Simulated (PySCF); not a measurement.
## Working out the ionisation energy of O

O [He] 2s2 2p4 (3P) → O⁺ [He] 2s2 2p3 (4S). All numbers are calculated (PySCF 2.14, the non-relativistic Hamiltonian (point nucleus), in aug-cc-pwCVTZ (7s6p4d2f, 59 functions)). Frozen: nothing. Energies in hartree (1 hartree = 27.21139 eV):

```csv
part,O (lower),O⁺ (upper)
UHF,-74.813062,-74.370995
MP2 opposite-spin,-0.158229,-0.116287
MP2 same-spin,-0.043814,-0.036704
```

Problem. What does Hartree-Fock give?

Solution. (-74.370995) − (-74.813062) = 0.442067 hartree = 12.029 eV.

Problem. What do MP2 and SCS-MP2 (6/5 opposite-spin, 1/3 same-spin) give?

Solution. The opposite-spin parts differ by 1.141 eV and the same-spin parts by 0.193 eV. MP2: 12.029 + (1.141) + (0.193) = 13.363 eV. SCS-MP2: 12.029 + 1.2 × (1.141) + (0.193)/3 = 13.463 eV.

Measured between the centres of the two terms (NIST): 13.608 eV, so MP2 (valence and next inner shell) is off by -0.245 eV.

What remains against the reference includes basis incompleteness and correlation beyond second order.
